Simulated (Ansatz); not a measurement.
Reaction (SMILES): PP (P2H4) + [H][H] (H2) → 2 P (PH3)
B3LYP-D3(BJ)/def2-TZVP geometries, fixed; electronic energies without zero-point terms.
Largest species:
```xyz
6

P     -1.0203    -0.4713    -0.0535
P      1.0203     0.4711     0.0549
H     -1.5176     0.2567     1.0604
H     -1.5148     0.4895    -0.9757
H      1.5219    -0.4987     0.9637
H      1.5105    -0.2449    -1.0699
```

Basis-set convergence of the energy of full hydrogenation at CCSD(T) with Ansatz (a quantum-chemistry and plane-wave program). Cartesian d functions, on some or all atoms, in 6-311+G**; all else is spherical. Cores are frozen. No added dispersion term, no relativity. Functions are those of the species that has most. Reference: Hartree-Fock in cc-pV(Q+d)Z plus the correlation part extrapolated as X^-3 from cc-pV(T+d)Z and cc-pV(Q+d)Z, -4.72 kcal/mol, itself unsure by roughly 0.21 kcal/mol (a third of the extrapolation step and of the last Hartree-Fock step).

| basis | functions | energy of full hydrogenation (kcal/mol) |
|---|---|---|
| STO-3G | 22 | (withheld) |
| cc-pV(D+d)Z | 66 | -8.84 |
| 6-311+G** | 86 | -9.42 |
| aug-cc-pV(D+d)Z | 100 | (withheld) |
| pcseg-2 | 124 | (withheld) |
| def2-TZVPPD | 164 | -5.94 |
| 6-311++G(3df,3pd) | 166 | -6.72 |
| aug-pcseg-2 | 192 | -5.48 |
| aug-cc-pV(T+d)Z | 202 | (withheld) |

**Question.** Fill in the missing entries.

**Answer.** 
- STO-3G, energy of full hydrogenation (kcal/mol): -5.70
- aug-cc-pV(D+d)Z, energy of full hydrogenation (kcal/mol): -8.05
- pcseg-2, energy of full hydrogenation (kcal/mol): -7.32
- aug-cc-pV(T+d)Z, energy of full hydrogenation (kcal/mol): -5.45
